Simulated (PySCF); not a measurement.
# NOF (nitrosyl fluoride) at B3LYP/STO-6G

What is the vertical ionisation energy of NOF (nitrosyl fluoride) at B3LYP/STO-6G? Input form: a Python script.

The results are computed with PySCF 2.14.0.

13 further runs of the same task are left out: 4 that didn't finish, 9 set aside as unsound or not needed.

### Step 1. The system as given

NOF has 3 atoms, charge 0, and is taken as a singlet. As SMILES, `O=NF`. The coordinates come from a PBE0-D4/def2-TZVP relaxation.

Bond lengths: O1–N2 1.127 Å, N2–F3 1.483 Å. Angles: O1–N2–F3 110.4°.

### Step 2. The energy at B3LYP/STO-6G

Contents of calc.py:

```python
from pyscf import gto, dft

system = gto.M(
    atom=[
    ('O', (0.868350, 0.242970, 0.504740)),
    ('N', (0.148930, -0.482540, 0.029910)),
    ('F', (-1.017290, 0.239580, -0.534650)),
],
    charge=0,
    verbose=4,
    max_memory=1860,
    basis='sto-6g',
)

mf = dft.RKS(system, xc='b3lyp')
mf.grids.level = 5
mf.conv_tol = 1e-10
mf.kernel()
if not mf.converged:
    mf = mf.newton().run(mf.mo_coeff, mf.mo_occ)

e_final = mf.e_tot
print('E(%s) = %.9f' % ('B3LYP', e_final))
```

Run with:

```
$ OMP_NUM_THREADS=1 python calc.py
```

Log:

```text
PySCF version 2.14.0

[INPUT] num. atoms = 3
[INPUT] num. electrons = 24
[INPUT] charge = 0
[INPUT] spin (= nelec alpha-beta = 2S) = 0
[INPUT] symmetry False subgroup None
[INPUT] Mole.unit = angstrom
[INPUT] Symbol           X                Y                Z      unit          X                Y                Z       unit  Magmom
[INPUT]  1 O      0.868350000000   0.242970000000   0.504740000000 AA    1.640943680266   0.459146756486   0.953820364113 Bohr   0.0
[INPUT]  2 N      0.148930000000  -0.482540000000   0.029910000000 AA    0.281436911731  -0.911868444148   0.056521708386 Bohr   0.0
[INPUT]  3 F     -1.017290000000   0.239580000000  -0.534650000000 AA   -1.922399489259   0.452740584923  -1.010342072499 Bohr   0.0

nuclear repulsion = 66.4729217263816
number of shells = 9
number of NR pGTOs = 90
number of NR cGTOs = 15
basis = sto-6g
ecp = {}

******** <class 'pyscf.dft.rks.RKS'> ********
method = RKS
initial guess = minao
damping factor = 0
level_shift factor = 0
DIIS = <class 'pyscf.scf.diis.CDIIS'>
diis_start_cycle = 1
diis_space = 8
diis_damp = 0
SCF conv_tol = 1e-10
SCF conv_tol_grad = None
SCF max_cycles = 50
direct_scf = True
direct_scf_tol = 1e-13
XC library pyscf.dft.libxc version 7.0.0
    S. Lehtola, C. Steigemann, M. J.T. Oliveira, and M. A.L. Marques.,  SoftwareX 7, 1–5 (2018)
XC functionals = b3lyp
    P. J. Stephens, F. J. Devlin, C. F. Chabalowski, and M. J. Frisch.,  J. Phys. Chem. 98, 11623 (1994)
radial grids:
    Treutler-Ahlrichs [JCP 102, 346 (1995); DOI:10.1063/1.469408] (M4) radial grids

becke partition: Becke, JCP 88, 2547 (1988); DOI:10.1063/1.454033
pruning grids: <function nwchem_prune>
grids dens level: 5
symmetrized grids: False
atomic radii adjust function: <function treutler_atomic_radii_adjust>
small_rho_cutoff = 0
Set gradient conv threshold to 1e-05
Initial guess from minao.
tot grids = 128976
init E= -229.148714678495
  HOMO = -0.280690180149616  LUMO = -0.0686699721114382  gap/eV = 5.76936
cycle= 1 E= -228.492157735351  delta_E= 0.657  |g|= 0.654  |ddm|= 2.65
  HOMO = -0.0359207911890001  LUMO = -0.00244439279673803  gap/eV = 0.91094
cycle= 2 E= -226.764276710806  delta_E= 1.73  |g|= 2.34  |ddm|= 3.14
  HOMO = -0.173954661520076  LUMO = 0.0141636307086394  gap/eV = 5.11896
cycle= 3 E= -228.380508978744  delta_E= -1.62  |g|= 1.04  |ddm|= 2.96
  HOMO = -0.186869744931838  LUMO = -0.0120218654980264  gap/eV = 4.75785
cycle= 4 E= -228.646704826427  delta_E= -0.266  |g|= 0.084  |ddm|= 1.07
  HOMO = -0.195538334470071  LUMO = -0.00370128103122425  gap/eV = 5.22015
cycle= 5 E= -228.649387143866  delta_E= -0.00268  |g|= 0.0109  |ddm|= 0.111
  HOMO = -0.195616657030255  LUMO = -0.00315642558086526  gap/eV = 5.23711
cycle= 6 E= -228.649436463761  delta_E= -4.93e-05  |g|= 0.000225  |ddm|= 0.0179
  HOMO = -0.19558828200816  LUMO = -0.00317474097421155  gap/eV = 5.23584
cycle= 7 E= -228.64943651826  delta_E= -5.45e-08  |g|= 0.000263  |ddm|= 0.00126
  HOMO = -0.195575793501009  LUMO = -0.00319183215032681  gap/eV = 5.23503
cycle= 8 E= -228.649436544664  delta_E= -2.64e-08  |g|= 2.49e-05  |ddm|= 0.000447
  HOMO = -0.195575959506464  LUMO = -0.00319156717333868  gap/eV = 5.23505
cycle= 9 E= -228.649436544924  delta_E= -2.6e-10  |g|= 8.81e-07  |ddm|= 4.01e-05
  HOMO = -0.195575918031025  LUMO = -0.00319154690003998  gap/eV = 5.23505
cycle= 10 E= -228.649436544925  delta_E= -5.12e-13  |g|= 1.28e-07  |ddm|= 1.92e-06
  HOMO = -0.195575904735569  LUMO = -0.00319157587344532  gap/eV = 5.23504
Extra cycle  E= -228.649436544924  delta_E= 3.41e-13  |g|= 3.31e-07  |ddm|= 6.39e-07
converged SCF energy = -228.649436544924
E(B3LYP) = -228.649436545
```

Wall time 2.4 s (1 thread of Arm Neoverse V1, shared host); peak memory 0.18 GiB.

### Step 3. The doublet cation, same level

Contents of calc.py:

```python
from pyscf import gto, dft

mol = gto.M(
    atom=[
    ('O', (0.868350, 0.242970, 0.504740)),
    ('N', (0.148930, -0.482540, 0.029910)),
    ('F', (-1.017290, 0.239580, -0.534650)),
],
    basis='sto-6g',
    max_memory=1860,
    charge=1,
    verbose=4,
    spin=1,
)

ks = dft.UKS(mol)
ks.xc = 'b3lyp'
ks.grids.level = 5
ks.conv_tol = 1e-10
ks.kernel()
if not ks.converged:
    ks = ks.newton().run(ks.mo_coeff, ks.mo_occ)

energy = ks.e_tot
print(f'total energy: {energy:.8f} hartree')
```

Run with:

```
$ OMP_NUM_THREADS=1 python calc.py
```

Log:

```text
PySCF version 2.14.0

[INPUT] num. atoms = 3
[INPUT] num. electrons = 23
[INPUT] charge = 1
[INPUT] spin (= nelec alpha-beta = 2S) = 1
[INPUT] symmetry False subgroup None
[INPUT] Mole.unit = angstrom
[INPUT] Symbol           X                Y                Z      unit          X                Y                Z       unit  Magmom
[INPUT]  1 O      0.868350000000   0.242970000000   0.504740000000 AA    1.640943680266   0.459146756486   0.953820364113 Bohr   0.0
[INPUT]  2 N      0.148930000000  -0.482540000000   0.029910000000 AA    0.281436911731  -0.911868444148   0.056521708386 Bohr   0.0
[INPUT]  3 F     -1.017290000000   0.239580000000  -0.534650000000 AA   -1.922399489259   0.452740584923  -1.010342072499 Bohr   0.0

nuclear repulsion = 66.4729217263816
number of shells = 9
number of NR pGTOs = 90
number of NR cGTOs = 15
basis = sto-6g
ecp = {}

******** <class 'pyscf.dft.uks.UKS'> ********
method = UKS
initial guess = minao
damping factor = 0
level_shift factor = 0
DIIS = <class 'pyscf.scf.diis.CDIIS'>
diis_start_cycle = 1
diis_space = 8
diis_damp = 0
SCF conv_tol = 1e-10
SCF conv_tol_grad = None
SCF max_cycles = 50
direct_scf = True
direct_scf_tol = 1e-13
number electrons alpha = 12  beta = 11
XC library pyscf.dft.libxc version 7.0.0
    S. Lehtola, C. Steigemann, M. J.T. Oliveira, and M. A.L. Marques.,  SoftwareX 7, 1–5 (2018)
XC functionals = b3lyp
    P. J. Stephens, F. J. Devlin, C. F. Chabalowski, and M. J. Frisch.,  J. Phys. Chem. 98, 11623 (1994)
radial grids:
    Treutler-Ahlrichs [JCP 102, 346 (1995); DOI:10.1063/1.469408] (M4) radial grids

becke partition: Becke, JCP 88, 2547 (1988); DOI:10.1063/1.454033
pruning grids: <function nwchem_prune>
grids dens level: 5
symmetrized grids: False
atomic radii adjust function: <function treutler_atomic_radii_adjust>
small_rho_cutoff = 0
Set gradient conv threshold to 1e-05
tot grids = 128976
init E= -229.148714678495
[... the frontier-level lines of each cycle are left out ...]


cycle= 1 E= -228.082198955575  delta_E= 1.07  |g|= 0.518  |ddm|= 1.91
cycle= 2 E= -224.749469368752  delta_E= 3.33  |g|= 2.15  |ddm|= 2.72
cycle= 3 E= -227.778160589979  delta_E= -3.03  |g|= 0.981  |ddm|= 2.61
cycle= 4 E= -228.263491219702  delta_E= -0.485  |g|= 0.0983  |ddm|= 1.01
cycle= 5 E= -228.27103274506  delta_E= -0.00754  |g|= 0.0312  |ddm|= 0.126
cycle= 6 E= -228.272171726513  delta_E= -0.00114  |g|= 0.00611  |ddm|= 0.0749
cycle= 7 E= -228.272309806187  delta_E= -0.000138  |g|= 0.00583  |ddm|= 0.0366
cycle= 8 E= -228.272450238705  delta_E= -0.00014  |g|= 0.00488  |ddm|= 0.0544
cycle= 9 E= -228.272524639142  delta_E= -7.44e-05  |g|= 0.00069  |ddm|= 0.0511
cycle= 10 E= -228.272529179442  delta_E= -4.54e-06  |g|= 0.000394  |ddm|= 0.0142
cycle= 11 E= -228.272529681914  delta_E= -5.02e-07  |g|= 8.46e-05  |ddm|= 0.00387
cycle= 12 E= -228.272529702542  delta_E= -2.06e-08  |g|= 5.23e-05  |ddm|= 0.00126
cycle= 13 E= -228.27252971022  delta_E= -7.68e-09  |g|= 1.02e-05  |ddm|= 0.000532
cycle= 14 E= -228.272529710512  delta_E= -2.92e-10  |g|= 1.01e-06  |ddm|= 9.7e-05
cycle= 15 E= -228.272529710522  delta_E= -1e-11  |g|= 2.2e-07  |ddm|= 2.16e-05
Extra cycle  E= -228.272529710522  delta_E= -1.71e-13  |g|= 2.41e-07  |ddm|= 9.79e-07
converged SCF energy = -228.272529710522  <S^2> = 0.76724614  2S+1 = 2.0171724
total energy: -228.27252971 hartree
```

Wall time 4.8 s (1 thread of Arm Neoverse V1, shared host); peak memory 0.18 GiB.

### Step 4. What came out

Level: B3LYP/STO-6G.

```
                                          quantity          value
                         singlet NOF: total energy  -228.64944 Eh
                        singlet NOF: dipole moment         0.31 D
                          singlet NOF: HOMO energy       -5.32 eV
                          singlet NOF: LUMO energy       -0.09 eV
                        singlet NOF: HOMO–LUMO gap        5.24 eV
                      doublet cation: total energy  -228.27253 Eh
doublet cation: HOMO energy (highest over α and β)      -18.93 eV
 doublet cation: LUMO energy (lowest over α and β)      -15.13 eV
                              doublet cation: ⟨S²⟩          0.767
vertical ionisation energy (to the doublet cation)      10.256 eV
```

**Reading.** Removing an electron at fixed nuclei costs 10.26 eV (990 kJ/mol). −ε(HOMO) before ionisation, 5.32 eV, is 4.93 eV below this ionisation energy. In a minimal basis such a difference can be off by several eV, whatever the method.
